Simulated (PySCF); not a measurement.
## Adding and removing an electron: CO

PBE; C cc-pVTZ, O cc-pVTZ; no relativity (PySCF 2.14). Neutral (UKS): singlet (closed shell), Re = 1.138 Å, ωe = 2127 cm⁻¹, De = 11.67 eV, HOMO -8.95 eV, LUMO -1.93 eV.

CO⁺ (UKS): doublet (σ ↑), Re = 1.123 Å, ωe = 2200 cm⁻¹, De = 9.37 eV to C⁺ + O. The energies at the minima are -113.22880 hartree for CO and -112.72047 for CO⁺.

(1) Work out the adiabatic ionisation energy, without and with harmonic zero-point energies (1 hartree = 27.2114 eV, 1 eV = 8065.5 cm⁻¹), and the change of the bond length.

For an ion De counts to the pair picked by the measured ionisation energies or electron affinities, which need not be the lowest pair at this level. States were picked by a PBE0 search and need not be the measured ground states.

Results:

(1) At PBE: 0.50833 hartree = 13.832 eV between the minima; the zero-point term (2200.0 − 2127.0)/2 cm⁻¹ = +0.005 eV makes it 13.837 eV. Re changes by -1.5 pm against the neutral. Minus the HOMO energy is 8.95 eV, -4.88 eV from the value between the minima; self-interaction puts the Kohn–Sham level too high, less so with exact exchange. The electron leaves a σ orbital, and the shorter bond of the ion fits an antibonding orbital, or a change in how ionic the bond is.
